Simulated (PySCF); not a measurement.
# BrFHS: the cost of one run

Programs: PySCF 2.14.0. All values are calculated, for the isolated system unless a continuum is named. Atoms count from 0, parts from 1.

### Step 1. Starting point

4 atoms, charge -1, multiplicity 1; geometry: GFN2-xTB. Parts: 1 = atoms 0–1, `FBr`, charge 0; 2 = atoms 2–3, `[SH-]`, charge -1. In the given geometry Br0 and S2 of different parts are bonded (2.33 Å), so values for the parts refer to these atom groups.

### Step 2. Optimising the geometry at PBE0-D3(BJ)/def2-TZVPD

Job settings and geometry (Å):

```
{"job": {"xc": "PBE0", "basis": "def2-TZVPD", "d3": "d3bj", "grid": 3, "kind": "geom", "shake": 0.01}, "charge": -1, "multiplicity": 1, "parts": [{"atoms": "0-1", "charge": 0, "multiplicity": 1}, {"atoms": "2-3", "charge": -1, "multiplicity": 1}]}
Br     1.004185    -0.601400     0.674607
F     -0.819547     0.268512    -0.174339
S      2.962896    -1.454357     1.613135
H      3.405979    -0.263853     2.070144
```

On the command line:

```console
> OMP_NUM_THREADS=1 python cluster_run.py task.json out
```

One launch serves the whole session: the jobs run in the order shown.

**Question.** How long does this first job take on 1 thread of Arm Neoverse V1, shared host, and how much memory does it need?

About 47 s, with a peak of 0.63 GiB.
